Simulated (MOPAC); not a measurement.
Job for MOPAC: PM6 on CH4O (SMILES CO).

```
PM6 1SCF PRECISE CHARGE=0 THREADS=1
CH4O

O     -1.49849168 1     0.71534576 1    -0.00289490 1
H     -0.52594768 1     0.74122576 1    -0.00794190 1
C     -1.86824268 1    -0.64440024 1    -0.00766690 1
H     -2.95449568 1    -0.69368024 1    -0.00341590 1
H     -1.51497768 1    -1.17513624 1    -0.89702390 1
H     -1.50765168 1    -1.18330524 1     0.87379910 1
```

The log:

```
*******************************************************************************
 **                                                                           **
 **                              MOPAC v23.2.5                                **
 **                                                                           **
 *******************************************************************************
 ** MOPAC's Digital Object Identifier: https://doi.org/10.5281/zenodo.6511958 **
 **                                                                           **
 ** Please cite the open-source release paper for use of this MOPAC version:  **
 ** J. E. Moussa and J. J. P. Stewart (2026)                                  **
 ** MOPAC: An open-source semiempirical molecular orbital program             **
 ** J. Open Source Softw., 11(119), 8025, https://doi.org/10.21105/joss.08025 **
 *******************************************************************************

                              PM6 CALCULATION RESULTS

 *******************************************************************************
 *  PM6        - The PM6 Hamiltonian to be used
 *
 *
 *
 *                 CHARGE ON SYSTEM = 0
 *
 *
 *
 *  PRECISE    - TIGHTER CRITERIA TO BE USED
 *  1SCF       - DO 1 SCF AND THEN STOP
 *  THREADS=1  - MULTI-THREADING NOT USED
 *  T=         - A TIME OF 172800.0 SECONDS REQUESTED
 *  DUMP=N     - RESTART FILE WRITTEN EVERY 7200.0 SECONDS REQUESTED
 *******************************************************************************
PM6 1SCF PRECISE CHARGE=0 THREADS=1
 CH4O

   ATOM   CHEMICAL          X               Y               Z
  NUMBER   SYMBOL      (ANGSTROMS)     (ANGSTROMS)     (ANGSTROMS)

     1       O         -1.49849168  *   0.71534576  *  -0.00289490  *
     2       H         -0.52594768  *   0.74122576  *  -0.00794190  *
     3       C         -1.86824268  *  -0.64440024  *  -0.00766690  *
     4       H         -2.95449568  *  -0.69368024  *  -0.00341590  *
     5       H         -1.51497768  *  -1.17513624  *  -0.89702390  *
     6       H         -1.50765168  *  -1.18330524  *   0.87379910  *



          CARTESIAN COORDINATES

    NO.       ATOM           X           Y           Z

     1         O         -1.4985      0.7153     -0.0029
     2         H         -0.5259      0.7412     -0.0079
     3         C         -1.8682     -0.6444     -0.0077
     4         H         -2.9545     -0.6937     -0.0034
     5         H         -1.5150     -1.1751     -0.8970
     6         H         -1.5077     -1.1833      0.8738

 General Reference for PM6:
 "Optimization of Parameters for Semiempirical Methods V: Modification of NDDO Approximations
 and Application to 70 Elements", J. J. P. Stewart, J. Mol. Mod., 13, 1173-1213 (2007)
 URL: https://link.springer.com/article/10.1007/s00894-007-0233-4

           Empirical Formula: C H4 O  =     6 atoms



      MOLECULAR POINT GROUP   :   Cs


      RHF CALCULATION, NO. OF DOUBLY OCCUPIED LEVELS = 7


 -------------------------------------------------------------------------------
 PM6 1SCF PRECISE CHARGE=0 THREADS=1
 CH4O



     1SCF WAS SPECIFIED, SO BFGS WAS NOT USED
     SCF FIELD WAS ACHIEVED


                              PM6 CALCULATION
                                                       MOPAC v23.2.5 Linux




          FINAL HEAT OF FORMATION =        -47.33448 KCAL/MOL =    -198.04747 KJ/MOL


          COSMO AREA              =         66.17 SQUARE ANGSTROMS
          COSMO VOLUME            =         47.51 CUBIC ANGSTROMS

          IONIZATION POTENTIAL    =         10.499897 EV
          HOMO LUMO ENERGIES (EV) =        -10.500  2.829
          NO. OF FILLED LEVELS    =          7
          MOLECULAR WEIGHT        =         32.0420         POINT GROUP:  Cs

          MOLECULAR DIMENSIONS (Angstroms)

            Atom       Atom       Distance
            H     4    H     2     2.82078
            O     1    H     5     1.85045
            H     6    O     1     1.55476


          SCF CALCULATIONS        =          1





   ATOM   CHEMICAL          X               Y               Z
  NUMBER   SYMBOL      (ANGSTROMS)     (ANGSTROMS)     (ANGSTROMS)

     1       O         -1.49849168  *   0.71534576  *  -0.00289490  *
     2       H         -0.52594768  *   0.74122576  *  -0.00794190  *
     3       C         -1.86824268  *  -0.64440024  *  -0.00766690  *
     4       H         -2.95449568  *  -0.69368024  *  -0.00341590  *
     5       H         -1.51497768  *  -1.17513624  *  -0.89702390  *
     6       H         -1.50765168  *  -1.18330524  *   0.87379910  *

                             CARTESIAN COORDINATES

   1    O       -1.498491680     0.715345760    -0.002894900
   2    H       -0.525947680     0.741225760    -0.007941900
   3    C       -1.868242680    -0.644400240    -0.007666900
   4    H       -2.954495680    -0.693680240    -0.003415900
   5    H       -1.514977680    -1.175136240    -0.897023900
   6    H       -1.507651680    -1.183305240     0.873799100


           Empirical Formula: C H4 O  =     6 atoms



      MOLECULAR POINT GROUP   :   Cs


                  EIGENVALUES
 -30.21666 -24.76813 -18.12406 -15.40882 -15.14866 -12.46650 -10.49990   2.82879
   5.02142   5.21497   5.64631   5.99562


              NET ATOMIC CHARGES AND DIPOLE CONTRIBUTIONS

  ATOM NO.   TYPE          CHARGE      No. of ELECS.   s-Pop       p-Pop
    1          O          -0.505205        6.5052     1.81647     4.68873
    2          H           0.300276        0.6997     0.69972
    3          C          -0.190906        4.1909     1.07926     3.11164
    4          H           0.154418        0.8456     0.84558
    5          H           0.120697        0.8793     0.87930
    6          H           0.120721        0.8793     0.87928
 DIPOLE           X         Y         Z       TOTAL
 POINT-CHG.     0.647    -1.958    -0.013     2.062
 HYBRID         0.357     0.124    -0.001     0.378
 SUM            1.004    -1.834    -0.015     2.091


          ATOMIC ORBITAL ELECTRON POPULATIONS

     Atom    s        px        py        pz
    1  O   1.81647   1.38096   1.32528   1.98250
    2  H   0.69972
    3  C   1.07926   1.13984   0.83854   1.13326
    4  H   0.84558
    5  H   0.87930
    6  H   0.87928

 **********************
 *                    *
 * JOB ENDED NORMALLY *
 *                    *
 **********************




 == MOPAC DONE ==
```

The run finished.

Cost: roughly 0.03 core-seconds.
